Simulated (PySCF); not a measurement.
Job file and geometry (Å, from PBE0-D3(BJ)/def2-SVP) of an NMR shielding run on SMILES FP(F)(F)(F)F, F$_{5}$P, PySCF, GIAO wB97X-D/pcSseg-1 NMR shielding, non-relativistic, gas phase; density fitting, a coarse starting grid and PySCF grid level 2 are the driver's defaults:

```
{"job": {"kind": "nmr", "xc": "wB97X-D", "basis": "pcSseg-1", "pop": false}, "charge": 0, "multiplicity": 1}
P      0.000496     0.000251     0.000535
F     -0.006318    -0.002088     1.594018
F      0.010063     0.003949    -1.592807
F      1.569021     0.006537     0.007317
F     -0.794671     1.352047    -0.002064
F     -0.778582    -1.360696    -0.006999
```

**Question.** What does the program print?

**Answer.** 
```
coarse grid: 7056 points
cycle   1  E = -840.2156692148  dE =  1.164e+00  |g| = 1.138e+00  |ddm| = 2.426e+00
cycle   2  E = -840.2125472090  dE =  3.122e-03  |g| = 1.265e+00  |ddm| = 1.470e+00
cycle   3  E = -840.4308191338  dE = -2.183e-01  |g| = 4.793e-02  |ddm| = 6.950e-01
cycle   4  E = -840.4311406094  dE = -3.215e-04  |g| = 1.144e-02  |ddm| = 3.069e-02
cycle   5  E = -840.4311648985  dE = -2.429e-05  |g| = 2.088e-03  |ddm| = 1.266e-02
cycle   6  E = -840.4311653906  dE = -4.922e-07  |g| = 1.354e-03  |ddm| = 1.759e-03
final grid: 69952 points
cycle   7  E = -840.4963830595  dE = -4.010e-05  |g| = 1.058e-02  |ddm| = 2.183e-02
cycle   8  E = -840.4963817764  dE =  1.283e-06  |g| = 1.125e-02  |ddm| = 9.689e-03
cycle   9  E = -840.4963977169  dE = -1.594e-05  |g| = 4.620e-04  |ddm| = 4.951e-03
cycle  10  E = -840.4963977390  dE = -2.209e-08  |g| = 2.133e-04  |ddm| = 4.006e-04
cycle  11  E = -840.4963977443  dE = -5.345e-09  |g| = 9.105e-05  |ddm| = 1.375e-04
cycle  12  E = -840.4963977454  dE = -1.110e-09  |g| = 4.089e-06  |ddm| = 4.142e-05
cycle  13  E = -840.4963977454  dE = -1.182e-11  |g| = 2.824e-06  |ddm| = 7.661e-06
converged SCF energy = -840.4963977454

GIAO shielding tensors (ppm)
atom      isotropic    diamagn.    paramagn.     s11        s22        s33       span
  0 P      366.995     955.306    -588.311    282.741    408.618    409.625    126.884
  1 F      228.986     471.959    -242.973    166.328    166.997    353.634    187.306
  2 F      228.925     471.984    -243.059    166.302    167.017    353.455    187.153
  3 F      234.210     469.863    -235.653    154.750    194.390    353.489    198.740
  4 F      234.734     469.850    -235.117    155.485    194.785    353.931    198.445
  5 F      235.148     469.842    -234.694    156.073    195.096    354.274    198.201
```

**Question.** Turn these shieldings into chemical shifts. Scale: ³¹P (σ = 307.18 ppm) vs H3PO4; CFCl3 for ¹⁹F (σ = 187.16 ppm) (reference shieldings calculated alike).

**Answer.** Averaging equivalent atoms: P 0: -59.8; F 1/2/3/4/5: -45.2 ppm. Unscaled 19F shifts against computed CFCl3 carry errors that often reach 10 to 50 ppm. Experimental scales use liquid or dissolved standards, which lie at an offset from isolated H3PO4.

Size and cost of the density-fitted run: 109 basis functions, 5.7 s wall time on 1 thread of an Arm Neoverse V2, shared host.
